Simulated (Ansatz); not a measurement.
HC–Ga–Cl, quartet: vertical spin and charge gaps

Geometry (PBE0/def2-TZVP stationary point for this spin, not checked as a minimum):

```yaml
atoms:
  - { symbol: C, position_ang: [0.0000, -0.9328, 1.8868] }
  - { symbol: Ga, position_ang: [0.0000, 0.3711, 0.4542] }
  - { symbol: Cl, position_ang: [0.0000, -0.3580, -1.5962] }
  - { symbol: H, position_ang: [0.0000, -1.9603, 2.2438] }
```

Basis cc-pVDZ; Ansatz 0.2.0. Only valence electrons are correlated (noble-gas cores and the filled d shells of p-block atoms frozen). Prefix R: restricted or restricted open-shell reference; prefix U: unrestricted. No spin–orbit coupling is included, and no scalar relativity.

Gaps are energies of the second state less the first, at fixed atoms, for a selection of the levels run; each method lands on the state that its own search finds for that charge and spin.

Removing an electron, to the triplet: 8.435 eV at UCCSDT(Q).

```
   level  gap (eV)  error (meV)
     UHF     8.547          112
    UMP2     8.532           97
   UCCSD     8.505           70
UCCSD(T)     8.453           18
  UCCSDT     8.442            7
  r2SCAN     8.908          473
    PBE0     8.818          383
   B3LYP     8.801          366
  B2PLYP     8.644          209
 RPA-PBE     8.486           51
```

In so small a basis the reference is far from its limit while semilocal and hybrid functionals are nearer theirs (RPA and double hybrids share much of the reference's basis error), so the functionals' errors here hold much of the reference's basis and frozen-core error, which can add to them or hide them.

Full CI isn't at hand for all of this; UCCSDT(Q) serves as the reference, and is uncertain by about the last step of the cluster series.
